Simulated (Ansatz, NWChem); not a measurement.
# CN− (cyanide): the vertical energy of the triplet above the singlet from total energies

CN−: 2 atoms, total charge -1, spin state singlet. SMILES: `[C-]#N`. Geometry: relaxed at PBE0-D4/def2-TZVPD.

```xyz
2

C     0.4997   -0.1617    0.2573
N    -0.4997    0.1617   -0.2573
```

Both states at this one shape; open shells run unrestricted unless said. 1 Eh = 27.2114 eV.

```tsv
level	program	singlet CN− (Eh)	triplet CN− (Eh)
PBE0/aug-cc-pVTZ	NWChem	-92.774508	-92.581322
B2PLYP/aug-cc-pVTZ, 2 core orbitals frozen	NWChem	-92.825974	-92.623050
BCCD(T)/aug-cc-pVTZ, 2 core orbitals frozen	Ansatz	-92.712766	-92.510400
```

Problem. Work out the vertical gap, second state less first, at each level.

Solution. 
1. PBE0/aug-cc-pVTZ: -92.581322 − (-92.774508) = 0.193186 Eh = 5.26 eV.
2. B2PLYP/aug-cc-pVTZ: -92.623050 − (-92.825974) = 0.202924 Eh = 5.52 eV.
3. BCCD(T)/aug-cc-pVTZ: -92.510400 − (-92.712766) = 0.202366 Eh = 5.51 eV.

No measured value is set beside it here; the levels span 5.26 to 5.52 eV. The second state is spin-contaminated at BCCD(T)/aug-cc-pVTZ (⟨S²⟩ = 2.36).
